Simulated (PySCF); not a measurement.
**One shape, several levels: NOF (SMILES O=NF)**

Wanted: a comparison of 6 runs (HF/STO-3G, HF/3-21G, B2PLYP/def2-TZVPP, BHLYP/def2-TZVPP, CAM-B3LYP/def2-TZVPP, SCS-MP2/def2-TZVPP) of NOF. 

Program for the calculation: PySCF 2.14.0.

1 further run of the same task is left out (set aside as unsound or not needed).

## (1) The structure to begin with

NOF has 3 atoms, charge 0, and is taken as a singlet. As SMILES, `O=NF`. The coordinates come from a PBE0-D4/def2-TZVP relaxation.

Bond lengths: O1–N2 1.127 Å, N2–F3 1.483 Å. Angles: O1–N2–F3 110.4°.

## (2) A single-point energy at HF/STO-3G (run 1)

Input file input.xyz:

```xyz
3
FNO
O      0.868350     0.242970     0.504740
N      0.148930    -0.482540     0.029910
F     -1.017290     0.239580    -0.534650
```

Input file calc.py:

```python
# nitrosyl fluoride
from pyscf import gto

mol = gto.M(
    atom='input.xyz',
    verbose=3,
    spin=0,
    max_memory=1860,
    basis='sto-3g',
)

mf = mol.RHF()
mf.conv_tol = 1e-10
mf.kernel()
if not mf.converged:
    mf = mf.newton().run(mf.mo_coeff, mf.mo_occ)

energy = mf.e_tot
print('E = %.10f Eh' % energy)
```

Run with:

```
$ OMP_NUM_THREADS=1 python calc.py
```

Output:

```text
converged SCF energy = -225.498413325645
E = -225.4984133256 Eh
```

Wall time 0.58 s (1 thread of Arm Neoverse V2, shared host); peak memory 0.12 GiB.

## (3) The energy at HF/3-21G (run 2)

Input file mol.xyz:

```xyz
3

O      0.868350     0.242970     0.504740
N      0.148930    -0.482540     0.029910
F     -1.017290     0.239580    -0.534650
```

Input file input.py:

```python
from pyscf import gto, scf

mol = gto.Mole()
mol.atom = 'mol.xyz'
mol.basis = '3-21g'
mol.verbose = 4
mol.max_memory = 1860
mol.spin = 0
mol.build()

mf = scf.RHF(mol)
mf.conv_tol = 1e-10
mf.kernel()
if not mf.converged:
    mf = mf.newton().run(mf.mo_coeff, mf.mo_occ)

e_final = mf.e_tot
print(f'total energy: {e_final:.8f} hartree')
```

Run with:

```
$ OMP_NUM_THREADS=1 python input.py
```

Output:

```text
PySCF version 2.14.0

[... 61 lines left out ...]
converged SCF energy = -227.333092988516
total energy: -227.33309299 hartree
```

Run time: 0.48 s. Hardware: 1 thread of Arm Neoverse V2, shared host; peak memory 0.1 GiB.

Runs 3 to 4 aren't shown in full; the table further down has their settings and results.

## (4) The energy at CAM-B3LYP/def2-TZVPP (run 5)

Input file input.py:

```python
from pyscf import gto, dft

mol = gto.M(
    atom='''
O      1.640944     0.459147     0.953820
N      0.281437    -0.911868     0.056522
F     -1.922399     0.452741    -1.010342
''',
    basis='def2-tzvpp',
    verbose=3,
    max_memory=1860,
    unit='bohr',
)

calc0 = dft.RKS(mol, xc='cam-b3lyp')
calc0.conv_tol = 1e-10
calc0.grids.level = 5
calc0.kernel()
if not calc0.converged:
    calc0 = calc0.newton().run(calc0.mo_coeff, calc0.mo_occ)

e_final = calc0.e_tot
print('Final energy', e_final)
```

Run with:

```
$ OMP_NUM_THREADS=1 python input.py
```

Output:

```text
converged SCF energy = -229.747230970623
Final energy -229.74723097062343
```

Run time: 12 s. Hardware: 1 thread of Arm Neoverse V2, shared host; peak memory 0.45 GiB.

## (5) The energy at SCS-MP2/def2-TZVPP (run 6)

Input file calc.py:

```python
from pyscf import gto, scf, mp

molecule = gto.M(
    atom='''
O      0.868350     0.242970     0.504740
N      0.148930    -0.482540     0.029910
F     -1.017290     0.239580    -0.534650
''',
    charge=0,
    basis='def2-tzvpp',
    max_memory=1860,
    verbose=4,
)

mf = scf.RHF(molecule)
mf.conv_tol = 1e-10
mf.kernel()
if not mf.converged:
    mf = mf.newton().run(mf.mo_coeff, mf.mo_occ)

pt = mp.MP2(mf, frozen=3).run()
e_final = mf.e_tot + 1.2 * pt.e_corr_os + pt.e_corr_ss / 3
print('E = %.10f Eh' % e_final)
```

Run with:

```
$ OMP_NUM_THREADS=1 python calc.py
```

Output:

```text
PySCF version 2.14.0

[... 63 lines left out ...]
converged SCF energy = -228.721646488255
[... 1 line left out ...]
******** <class 'pyscf.mp.mp2.RMP2'> ********
nocc = 9, nmo = 90
frozen orbitals 3
E(RMP2) = -229.413198238705  E_corr = -0.691551750449837
E(SCS-RMP2) = -229.393358726364  E_corr = -0.671712238108551
E_corr(same-spin) = -0.182480610497601
E_corr(oppo-spin) = -0.509071139952236
E = -229.3933587264 Eh
```

It took 1.8 s on 1 thread of Arm Neoverse V2, shared host; peak memory 0.21 GiB.

## (6) The series

| run | level | frozen core orbitals | integration grid | energy (Eh) | dipole moment (D) of the reference | HOMO energy (eV) | LUMO energy (eV) | wall time |
| --- | --- | --- | --- | --- | --- | --- | --- | --- |
| 1 | HF/STO-3G | – | – | -225.498413 | 0.37 | -9.70 | 5.73 | 0.58 s |
| 2 | HF/3-21G | – | – | -227.333093 | 1.24 | -13.41 | 1.83 | 0.48 s |
| 3 | B2PLYP/def2-TZVPP | 3 | 5 | -229.681240 | 1.52 | -11.39 | -1.52 | 8.4 s |
| 4 | BHLYP/def2-TZVPP | – | 5 | -229.694561 | 1.52 | -11.45 | -1.93 | 8.1 s |
| 5 | CAM-B3LYP/def2-TZVPP | – | 5 | -229.747231 | 1.44 | -11.32 | -2.01 | 12 s |
| 6 | SCS-MP2/def2-TZVPP | 3 | – | -229.393359 | 1.64 | -14.00 | 1.63 | 1.8 s |

## (7) Summary of results

| quantity | value |
| --- | --- |
| run 6: total energy | -229.39336 Eh |
| run 6: dipole moment (Hartree–Fock density) | 1.64 D |
| run 6: HOMO energy (Hartree–Fock orbitals) | -14.00 eV |
| run 6: LUMO energy (Hartree–Fock orbitals) | 1.63 eV |
| run 6: HOMO–LUMO gap (Hartree–Fock orbitals) | 15.63 eV |
| run 6: correlation energy (3 core orbitals frozen) | -671.7 mEh |

Over runs 1, 2, 3, 4, 5 the dipole moment (its size) runs from 0.37 D (HF/STO-3G) to 1.52 D (B2PLYP/def2-TZVPP). The two ends differ in method and basis. A double hybrid's value is that of its SCF part. Over runs 1, 2, 3, 4, 5 the HOMO–LUMO gap runs from 9.30 eV (CAM-B3LYP/def2-TZVPP) to 15.43 eV (HF/STO-3G). Totals of different functionals can't be ranked against each other. In run 1 the basis is minimal, so the values are rough. All runs together took 32 s, the longest 12 s.
